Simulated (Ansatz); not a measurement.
Energy needed to pull apart CH4BN, closed shell, into free ground-state atoms, from the structure below (displaced at random from a GFN2-xTB minimum); no zero-point or spin–orbit terms; open-shell atoms are treated unrestricted, in their ground-state multiplicity.

```xyz
7
angstrom
B -0.9788 0.3222 -0.6422
N 0.0760 0.0226 -0.0118
C 0.9978 -0.5278 0.6797
H -2.0060 -0.1876 -0.7940
H -0.9648 1.2959 -1.6215
H 1.8307 -1.2529 0.3748
H 1.1017 0.0356 1.8516
```

Computed with Ansatz 0.2.0 (basis: def2-TZVPP); correlated methods freeze the cores.

| method | atomization energy (kJ/mol) |
| --- | --- |
| PBE-D4 | 2629 |
| r2SCAN-D4 | 2545 |
| PBE0-D4 | 2547 |
| r2SCAN0-D4 | 2483 |
| CAM-B3LYP-D4 | ? |
| wB97M-V | 2536 |
| HF | 1765 |
| MP2 | ? |
| CCSD | 2392 |
| CCSD(T) | 2439 |

Q: What does MP2 give? (Judge from chemistry; the value comes from the calculation.)

A: By the calculation: 2470 kJ/mol, which is about 31 kJ/mol more than CCSD(T)/def2-TZVPP.

Q: What does CAM-B3LYP-D4 give? (Judge from chemistry; the value comes from the calculation.)

A: The calculation gives: 2556 kJ/mol, which is about 117 kJ/mol more than CCSD(T)/def2-TZVPP.

In triple zeta the MP2 and coupled-cluster atomization energies are still short of their basis limit by a few kcal/mol a bond, whereas those of the functionals are nearly converged, so these differences are not deviations from converged CCSD(T).

No T1 diagnostic of these runs exceeds 0.019. The restricted Hartree–Fock reference is unstable towards an unrestricted one here.

For scale, one of the runs: CCSD(T)/def2-TZVPP forces, 149 basis functions (an equivalent command: `ansatz run in.yaml --threads 4`). Hardware: 4 CPU threads, shared host. Wall time 54 s; peak host memory 1.9 GiB.
